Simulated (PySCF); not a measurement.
Compound: C₅H₇O (doublet state).
Structure used (GFN2-xTB), in Å, numbered top down from 1:
```
atom  x, y, z in Å
O1    -2.014   -0.712    0.617
C2    -1.572    0.535    0.288
C3    -0.696    0.744   -0.899
C4     0.640    0.261   -0.490
C5     1.809    0.430    0.061
C6     1.407   -0.995   -0.198
H7    -1.929   -1.297   -0.146
H8    -1.492    1.181    1.145
H9    -0.656    1.804   -1.155
H10   -1.061    0.174   -1.760
H11    2.577    1.050    0.449
H12    1.122   -1.626    0.640
H13    1.860   -1.548   -1.016
```

The hyperfine couplings belong to this conformer and change with its torsions.

Identity: `C([CH]O)C1CC=1` [radical].

Method: UKS B3LYP, pcH-1 on C H O, non-relativistic, mean-field spin-orbit, GIAO in PySCF. Geometry: GFN2-xTB, one conformer, isolated molecule. Couplings are sensitive to structure, and on GFN2-xTB geometries they can be far from those on DFT ones.

Q: Count the α and β electrons and give S(S+1).

A: 45 electrons with 2S = 1: 23 α and 22 β; S(S+1) = 0.75.

Mulliken spin populations, one withheld:

```tsv
atom	bound to	population
O1	C2, H7	?
C2	O1, C3, H8	+0.8657
C3	C2, C4, H9, H10	-0.0478
C4	C3, C5, C6	-0.0130
C5	C4, C6, H11	+0.0905
C6	C5, C4, H12, H13	-0.0006
H7	O1	-0.0051
H8	C2	-0.0350
H9	C3	+0.0062
H10	C3	+0.0122
H11	C5	-0.0040
H12	C6	+0.0007
H13	C6	+0.0015
```

Q: What does O1 hold?

A: The populations add up to Nα − Nβ = 1, and the others sum to 0.8713, so O1 holds +0.129.

Q: Sum the populations by element and by sign.

A: Carbon +0.89, oxygen +0.13, hydrogen -0.02. The positive populations sum to 1.11, the negative ones to -0.11.

Q: With ⟨S²⟩ = 0.7548, find the sum of squared α–β overlaps and estimate the admixture of higher spin.

A: For a single determinant ⟨S²⟩ = S(S+1) + Nβ − Σ|⟨iα|jβ⟩|², so the squared overlaps of occupied orbitals sum to 22 − 0.0048 = 21.9952. If the quartet state (S + 1) were the only admixture, its weight would be 0.0048/(2S + 2) = 0.16 %.

Q: What Fermi-contact NMR shifts do the couplings of C3, C5, C6, H7, H8, H9/H10, H11 imply at 298 K (Curie law, g = gₑ)?

A: δ = a_FC·h·gₑ μB S(S+1)/(3 g_N μN kT), with k/h = 20836.6 MHz/K:

| nuclei | isotope | a_FC (MHz) | g_N | contact shift (ppm) |
| --- | --- | --- | --- | --- |
| C3 | 13C | -14.11 | 1.4048 | -1487 |
| C5 | 13C | 8.89 | 1.4048 | +937 |
| C6 | 13C | -1.48 | 1.4048 | -155 |
| H7 | 1H | -12.40 | 5.5857 | -329 |
| H8 | 1H | -40.08 | 5.5857 | -1062 |
| H9/H10 | 1H | 25.04 | 5.5857 | +664 |
| H11 | 1H | -6.98 | 5.5857 | -185 |

The shifts go as 1/T: at 348 K they are 0.856 times these. Entries for several nuclei are means.

Means are taken over nuclei equivalent by connectivity, which assumes that they swap fast. The 1H value of +25.0 MHz is a mean of couplings from 19.5 to 30.6 MHz in this one geometry, not an average over conformers.

On AMD EPYC, one thread, on a shared host, this took 79 s of wall time (grids of density and orbitals included) and 0.86 GiB of memory at its peak.
